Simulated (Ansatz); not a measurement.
## Band transport in As2Ru

Method: DFT PBEsol, scalar-relativistic, plane waves, PAW in Ansatz 0.2.0. Plane waves to 420 eV; Γ-centred k mesh 8×6×12; Gaussian smearing of 0.02 eV. No spin polarisation.

Equilibrium structure at this level:
```
CELL_PARAMETERS angstrom
5.42647 0.00000 0.00000
0.00000 6.16662 0.00000
0.00000 0.00000 2.96560
ATOMIC_POSITIONS crystal
As 0.17065 0.36497 0.00000
As 0.82935 0.63503 0.00000
As 0.67065 0.13503 0.50000
As 0.32935 0.86497 0.50000
Ru 0.00000 0.00000 0.00000
Ru 0.50000 0.50000 0.50000
```

Constant relaxation time and rigid bands. The levels are interpolated over the whole zone and filled by a Fermi function at the stated temperature, with the chemical potential set by the electron count. The Kohn–Sham gap on the mesh is 0.44 eV and isn't corrected.

**Question.** Give the Seebeck coefficient (μV/K; xx, yy, zz) and the conductivity masses (m_e; principal values, sorted) at 600 K against doping (cm⁻³).

**Answer.**
```
doping S              m*
n 1e18    -38 248 -117   both carriers
n 1e19  -355 -304 -393   both carriers
n 1e20  -232 -286 -259  0.62 0.67 1.68
n 1e21   -86 -140 -116  0.66 0.80 1.31
p 1e18      159 405 82   both carriers
p 1e19     458 518 442   both carriers
p 1e20     331 357 334  0.59 0.64 0.85
p 1e21     160 193 174  0.72 0.72 1.04
```